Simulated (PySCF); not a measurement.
Molecule: N-methylformamide, C2H5NO.

Bonds (- single, = double, # triple, : aromatic): C1-N2 1.439 Å, N2-C3 1.356 Å, C3=O4 1.209 Å. C1 carries H5, H6, H7; N2 carries H8; C3 carries H9.

Spin–spin couplings on one PBE0-D3(BJ)/def2-SVP geometry, PySCF 2.14, gas phase, non-relativistic, equivalent pairs averaged; isotopes $^{13}$C, $^{1}$H, $^{15}$N; basis pcJ-1.

Q: How do the couplings (Hz) change with the functional? Times are CPU seconds on 1 thread of an Arm Neoverse V1, shared host.

A: 
```
functional  functions  $^{1}J$(C3,H9)  $^{1}J$(C1,H5)  $^{1}J$(N2,H8)  $^{1}J$(C1,N2)  $^{1}J$(N2,C3)  $^{2}J$(H5,H6)  $^{2}J$(N2,H9)  core-s
        HF        158           230.5           174.1          -115.8           -27.0           -26.3           -28.1           -15.9      21
       LDA        158           154.4           108.7           -77.9            -7.5            -8.8            -8.6           -19.4     9.4
       PBE        158           179.2           131.3           -87.1           -10.7           -11.9           -12.1           -21.3      15
       KT2        158           194.6           138.6           -94.6            -6.7            -6.4           -16.6           -25.2      14
     B3LYP        158           195.9           144.0           -95.3           -13.6           -15.3           -13.6           -20.3      15
      PBE0        158           185.5           135.9           -91.5           -13.0           -14.6           -14.1           -19.1      18
     B97-2        158           178.8           130.2           -88.0           -13.4           -14.8           -12.1           -18.4      18
 BHandHLYP        158           209.2           155.0          -102.9           -17.6           -19.4           -16.7           -18.6      18
 CAM-B3LYP        158           194.4           141.3           -95.2           -14.1           -15.9           -13.9           -19.3      25
```
